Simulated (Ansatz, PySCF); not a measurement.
Reaction: C2H4 (ethene, SMILES C=C) → C2H4+ (parent SMILES C=C, doublet) + e-
Each species at its own B3LYP-D3(BJ)/def2-TZVP minimum (Ansatz, an electronic-structure program).

Total energies in hartree (Ansatz). UHF or UKS for unpaired electrons; spin-orbit terms are left out. Cores are frozen in correlated methods. No relativity.

```csv
species,HF/cc-pVTZ,CCSD(T)/cc-pVTZ,HF/cc-pVQZ,CCSD(T)/cc-pVQZ,CCSDT(Q)/cc-pVTZ
"1: C2H4 (ethene, SMILES C=C)",-78.06404,-78.43863,-78.06933,-78.46163,-78.43977
"2: C2H4+ (parent SMILES C=C, doublet)",-77.73805,-78.05473,-77.74292,-78.07510,-78.05599
```

Question: Work out the adiabatic ionisation energy (0 K, zero-point energies from PySCF's Hessians at B3LYP-D3(BJ)/def2-TZVP) in eV: take Hartree-Fock from cc-pVQZ, extrapolate the CCSD(T) correlation energy as X^-3 (X = 3, 4), and add CCSDT(Q) - CCSD(T) in cc-pVTZ. The further terms named in the bracket sum to -0.00233 hartree. 1 hartree = 27.211 eV.

Answer: 
Species 1: correlation (64·(-0.39230) - 27·(-0.37459))/37 = -0.40522; step -0.00114; E1 = -78.06933 + (-0.40522) + (-0.00114) = -78.47569
Species 2: correlation (64·(-0.33218) - 27·(-0.31668))/37 = -0.34349; step -0.00126; E2 = -77.74292 + (-0.34349) + (-0.00126) = -78.08767
-1·E1 +1·E2 -0.00233 = 0.38569 hartree = 10.50 eV. Measured: 10.51 eV (CCCBDB table in ASE). The composite differs from it by -0.01 eV; core, relativistic and spin-orbit terms are not in it.
